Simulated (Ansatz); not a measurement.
# CH5O (doublet): wave-function methods side by side at distance C1–H5 along a hydrogen transfer = 1.520 Å, cc-pVDZ

Aim: climb from Hartree-Fock through coupled cluster and multireference methods for CH5O (doublet) at one geometry and basis, and see what each rung misses.

Program: Ansatz 0.2.0, Gaussian basis. Level of theory: cc-pVDZ, core rule «outside noble gas», up to 2 orbitals frozen. These are calculated values, not measurements.

Plan: UHF; CCSD(T) on ROHF; CCSD(T) on UHF; BCCD(T) on ROHF; CISD; CCSDT(Q) on ROHF; CCSDT(Q) on UHF; CASSCF and MRCISD+Q, 3 electrons in 3 orbitals; CASSCF and NEVPT2, 3 electrons in 3 orbitals.

## (1) The system

The geometry derives from fragments relaxed apart (PBE0/def2-TZVP) and kept rigid, so it is no stationary point. A hydrogen atom is moved between rigid fragments.

7 atoms, charge 0, spin multiplicity 2.

Atoms are counted from 1 here; the program's logs count them from 0.

Bond lengths: C1–H2 1.090 Å, C1–H3 1.090 Å, C1–H4 1.090 Å, H5–O6 1.162 Å, O6–H7 0.973 Å. Angles: H2–C1–H3 109.5°, H2–C1–H4 109.5°, H3–C1–H4 109.5°, H5–O6–H7 105.0°.

## (2) UHF

in.yaml reads:

```yaml
crystal:
  periodic: [false, false, false]
  atoms:
    - {symbol: C, position_ang: [-1.400957, 0.028666, 0.000000]}
    - {symbol: H, position_ang: [-1.764163, 1.055967, 0.000000]}
    - {symbol: H, position_ang: [-1.764163, -0.484985, 0.889668]}
    - {symbol: H, position_ang: [-1.764162, -0.484984, -0.889669]}
    - {symbol: H, position_ang: [0.119043, 0.028666, 0.000000]}
    - {symbol: O, position_ang: [1.281043, 0.028666, 0.000000]}
    - {symbol: H, position_ang: [1.532902, -0.911284, 0.000000]}
basis:
  gaussian: {orbitals: cc-pVDZ}
magnetization: {spin_polarized: true, initial_magnetization: 1}
hamiltonian: {xc: hf}
output: {orbitals: {seedname: orbitals}}
```

Launch:

```
> ansatz run in.yaml --threads 1 --pin off --events-out ev --progress --plain --max-ram 4096MiB --backend cpu
```

After this run come: CCSD(T) on ROHF; CCSD(T) on UHF; BCCD(T) on ROHF; CISD; CCSDT(Q) on ROHF; CCSDT(Q) on UHF; CASSCF and MRCISD+Q, 3 electrons in 3 orbitals; CASSCF and NEVPT2, 3 electrons in 3 orbitals.

Before running them: what should the planned runs give, taken together? Wanted: UCCSDT(Q) below the RHF energy; RMP2 from UCCSDT(Q); UMP2 from UCCSDT(Q); RCCSD from UCCSDT(Q); RCCSD(T) from UCCSDT(Q); UCCSD(T) from UCCSDT(Q); RCCSDT(Q) from UCCSDT(Q); NEVPT2 pair from UCCSDT(Q); MRCISD+Q pair from UCCSDT(Q).

As calculated:

```
                         quantity                               value
   UCCSDT(Q) below the RHF energy                         -10.7219 eV
              RMP2 from UCCSDT(Q)                     +25.62 kcal/mol
              UMP2 from UCCSDT(Q)                     +26.85 kcal/mol
             RCCSD from UCCSDT(Q)                      +6.12 kcal/mol
          RCCSD(T) from UCCSDT(Q)                      +1.02 kcal/mol
          UCCSD(T) from UCCSDT(Q)                      +1.01 kcal/mol
         RCCSDT(Q) from UCCSDT(Q)                      +0.02 kcal/mol
       NEVPT2 pair from UCCSDT(Q)                     +24.74 kcal/mol
     MRCISD+Q pair from UCCSDT(Q)                      +3.66 kcal/mol
levels within 1 kcal/mol (43 meV)  BCCD(T), RCCSDT, UCCSDT, RCCSDT(Q)
                    T1 diagnostic                               0.026
```

**Reading.** RCCSD(T) lands +1.02 kcal/mol from the yardstick (0.4 % of the correlation energy). Of the multireference levels listed MRCISD+Q pair comes nearest in total energy (+3.66 kcal/mol), which doesn't show that its space is the better one. These misses are within one basis, not against nature; the frozen cores of restricted and unrestricted runs differ, which can shift their rows.
